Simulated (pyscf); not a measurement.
H₂N–Ge(Cl)(Cl)–Cl + H• -> Cl–Ge•(Cl)–Cl + NH₃ (substitution at N; doublet surface; Ge–N broken, H–N formed). PySCF, gas phase, ωB97X-D3(BJ)/def2-SVP geometries. Energies in kcal/mol from the separated reactants.

```json
[
 {"level": "PBE/def2-TZVP", "barrier": "-0.9", "reaction energy": "-29.7"},
 {"level": "r²SCAN/def2-TZVP", "barrier": "[?]", "reaction energy": "[?]"},
 {"level": "B3LYP-D3(BJ)/def2-TZVP", "barrier": "2.1", "reaction energy": "-29.7"},
 {"level": "PBE0-D3(BJ)/def2-TZVP", "barrier": "5.4", "reaction energy": "-24.5"},
 {"level": "M06-2X/def2-TZVP", "barrier": "11.5", "reaction energy": "-23.1"},
 {"level": "ωB97M-D3(BJ)/def2-TZVP", "barrier": "[?]", "reaction energy": "-25.7"}
]
```

**Question.** What belongs in the gaps?

**Answer.** 
- r²SCAN/def2-TZVP, barrier: 1.4
- r²SCAN/def2-TZVP, reaction energy: -26.8
- ωB97M-D3(BJ)/def2-TZVP, barrier: 10.1

On the product side the descent ends in a bound adduct, 12.9 kcal/mol under the separated species and 47.0 kcal/mol under the saddle at ωB97X-D3(BJ)/def2-TZVP. At PBE this geometry lies under the reactants; that is no barrier but a single point on another level's saddle; such a level's own saddle, if it has one, lies nearer that side and is low. At ωB97X-D3(BJ) the barrier from the zero used here is 12.4 kcal/mol. Abstraction by the radical was not located in this set and often lies lower. This is the saddle that the search found; another between the same sides may lie lower. The angle at the attacked N is 140°. Elements up to Kr have no core potential and no relativistic terms here.
